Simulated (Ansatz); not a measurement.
The input, for Ansatz 0.2.0:

```yaml
crystal:
  periodic: [false, false, false]
  atoms:
    - {symbol: C, position_ang: [0.000000, 0.000000, 0.000000]}
    - {symbol: S, position_ang: [0.000000, 0.000000, 2.693000]}
basis:
  gaussian: {orbitals: 6-31G}
total_charge: 1
magnetization: {spin_polarized: false, initial_magnetization: 3}
correlation: {method: ccsdtq, electrons: outside_noble_gas}
```

```sh
$ ansatz run in.yaml --threads 1 --pin off --events-out ev --progress --plain --max-ram 2393MiB
```

Output:

```
445 factors; integrals over basis functions are off by at most 3.5e-8 eV
mean field evaluation 1: about -11830.7446 eV, gradient 9.9e0 eV
mean field evaluation 2: about -11830.7815 eV, gradient 1.0e1 eV
mean field evaluation 4: about -11831.5244 eV, gradient 9.3e-1 eV
mean field evaluation 8: about -11831.5386 eV, gradient 3.4e-3 eV
mean field evaluation 16: about -11831.5263 eV, gradient 1.2e0 eV
mean field evaluation 32: about -11829.8278 eV, gradient 2.1e-6 eV
mean field evaluation 64: about -11831.5386 eV, gradient 2.6e-5 eV
mean field evaluation 96: about -11831.5385 eV, gradient 9.0e-2 eV
mean field evaluation 128: about -11831.4690 eV, gradient 1.0e0 eV
mean field evaluation 160: about -11830.3841 eV, gradient 6.0e0 eV
...
cycle  35  -2.81751869 eV  change    2.9e-6 eV  update   3.4e-6
cycle  36  -2.81751703 eV  change    1.7e-6 eV  update   1.9e-6
cycle  37  -2.81751641 eV  change    6.3e-7 eV  update   2.6e-6
cycle  38  -2.81751626 eV  change    1.5e-7 eV  update   2.2e-6
cycle  39  -2.81751604 eV  change    2.2e-7 eV  update   2.4e-6
cycle  40  -2.81751561 eV  change    4.3e-7 eV  update   1.5e-6
cycle  41  -2.81751520 eV  change    4.1e-7 eV  update   1.4e-6
cycle  42  -2.81751456 eV  change    6.4e-7 eV  update   9.9e-7
cycle  43  -2.81751433 eV  change    2.3e-7 eV  update   6.5e-7
cycle  44  -2.81751438 eV  change   -5.2e-8 eV  update   4.5e-7
Total energy: -11834.35614137 eV, -434.9045665806 hartree
```

For the same geometry and basis full CI lies 0.1 meV higher.

Ran on 1 thread of Arm Neoverse V2, shared host: 32 s wall, 0.25 GiB peak host memory.
